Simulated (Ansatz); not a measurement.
C2H2OS2 (`O=CSC=S`), 7 atoms. The species carries charge 0 and has multiplicity 1. All runs use 2 threads of an Arm Neoverse V2 on a shared host. Correlated methods freeze the cores.

Problem. How many basis functions does each run have, and how long does it take in Ansatz? direct RPA on PBE orbitals/def2-TZVPP energy; RKS PBE-QIDH (frozen core)/def2-TZVPP energy; RHF-CCSD(T)/def2-TZVPP energy; RHF-MP2/def2-QZVPP energy; RKS PBE0-D4/def2-TZVP frequencies; RKS PBE0-D4/def2-TZVP relaxation (7 steps); RKS ωB97M-V/def2-QZVPP energy; RKS PBE0-D4/def2-SVP energy; RKS r2SCAN0-D4/def2-TZVPP energy; RKS revPBE-D4/def2-TZVPP energy; RHF-CCSD(T)/def2-SVP energy; RKS ωB97M-V/def2-SVP energy. (Estimate.)

Solution. The calculation gave: Other jobs shared the machine, so times are rough.

| level | job | functions | wall time | peak host memory (GiB) |
| --- | --- | --- | --- | --- |
| RKS PBE0-D4/def2-SVP | energy | 88 | 1.4 s | 0.16 |
| RKS revPBE-D4/def2-TZVPP | energy | 205 | 2.4 s | 0.24 |
| RHF-CCSD(T)/def2-SVP | energy | 88 | 3.5 s | 0.27 |
| RKS ωB97M-V/def2-SVP | energy | 88 | 6 s | 0.24 |
| direct RPA on PBE orbitals/def2-TZVPP | energy | 205 | 6 s | 0.39 |
| RKS r2SCAN0-D4/def2-TZVPP | energy | 205 | 7 s | 0.48 |
| RKS PBE-QIDH (frozen core)/def2-TZVPP | energy | 205 | 7.5 s | 0.46 |
| RHF-MP2/def2-QZVPP | energy | 371 | 22 s | 1.6 |
| RKS ωB97M-V/def2-QZVPP | energy | 371 | 24 s | 1.2 |
| RKS PBE0-D4/def2-TZVP | relaxation (7 steps) | 179 | 36 s | 0.42 |
| RHF-CCSD(T)/def2-TZVPP | energy | 205 | 98 s | 2.6 |
| RKS PBE0-D4/def2-TZVP | frequencies | 179 | 2.1 min | 0.42 |
